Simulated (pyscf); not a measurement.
Four-centre exchange: `[PH3]` + `[AlH]` [singlet] -> `[PH3]` + `[AlH]` [singlet]

Gas phase, singlet surface, charge 0. Bonds broken: P1–H6, H2–Al5. Bonds formed: P1–H2, Al5–H6. Single points on ωB97X-D3(BJ)/def2-SVP structures (PySCF, gas phase). MP2 and CC: frozen core, UHF for open shells. ΔMP2 is the change of the MP2 total energy from the triple- to the quadruple-zeta basis.

Transition state (Å):

```xyz
6

P      0.5494     0.1234     0.4314
H      0.7864    -0.8375    -0.8458
H      0.1292     0.1885     1.8033
H     -0.7779     0.2524    -0.1021
Al     2.5974    -0.5349    -0.5650
H      1.6627    -0.9002     0.9976
```

One imaginary mode, 759i cm⁻¹; descent along it reached the two sides named, in the forms told below.

```csv
bond,change,reactant side (Å),saddle,product side
P1–H6,breaks,1.417,1.615,2.7
H2–Al5,breaks,1.675,1.857,3.5
P1–H2,forms,2.7,1.616,1.417
Al5–H6,forms,3.5,1.857,1.675
```

Electronic energies relative to the separated reactants (kJ/mol):

| level | barrier | reaction energy | reverse barrier |
|---|---|---|---|
| ωB97X-D3(BJ)/def2-TZVP | 46.6 | 0.0 | 46.6 |
| PBE/def2-TZVP | 22.6 | 0.0 | 22.6 |
| r²SCAN/def2-TZVP | 25.6 | 0.0 | 25.6 |
| B3LYP-D3(BJ)/def2-TZVP | 59.5 | 0.0 | 59.5 |
| PBE0-D3(BJ)/def2-TZVP | 31.2 | 0.0 | 31.2 |
| M06-2X/def2-TZVP | 53.6 | 0.0 | 53.6 |
| ωB97M-D3(BJ)/def2-TZVP | 62.5 | 0.0 | 62.5 |
| HF/def2-TZVP | 150.6 | 0.0 | 150.6 |
| MP2/def2-QZVPP | 56.2 | 0.0 | 56.2 |
| CCSD/def2-TZVPP | 88.4 | 0.0 | 88.4 |
| CCSD(T)/def2-TZVPP | 73.1 | 0.0 | 73.1 |
| CCSD(T)/def2-TZVPP + ΔMP2(QZVPP) | 68.2 | 0.0 | 68.2 |

With CCSD(T)/def2-TZVPP + ΔMP2(QZVPP) energies and thermal terms (ideal gas, 1 atm, RRHO with modes under 100 cm⁻¹ raised to 100, one conformer, R ln 2 for rigid chiral ones), in kJ/mol:

| T (K) | ΔH‡ | ΔG‡ | ΔH | ΔG |
|---|---|---|---|---|
| 298 | 73.5 | 113.1 | 0.0 | 0.0 |
| 600 | 71.4 | 154.3 | 0.0 | 0.0 |
| 900 | 71.6 | 195.7 | 0.0 | 0.0 |
| 1200 | 72.5 | 236.9 | 0.0 | 0.0 |

On the reactant side the descent ends in an adduct with a Al–P contact, 46.8 kJ/mol under the separated species and 93.4 kJ/mol under the saddle at ωB97X-D3(BJ)/def2-TZVP. On the product side the descent ends in an adduct with a Al–P contact, 46.8 kJ/mol under the separated species and 93.4 kJ/mol under the saddle at ωB97X-D3(BJ)/def2-TZVP. One saddle was located; it need not be the lowest between these sides. The CCSD(T) − MP2 part came from Ansatz, without density fitting, on the same reference.
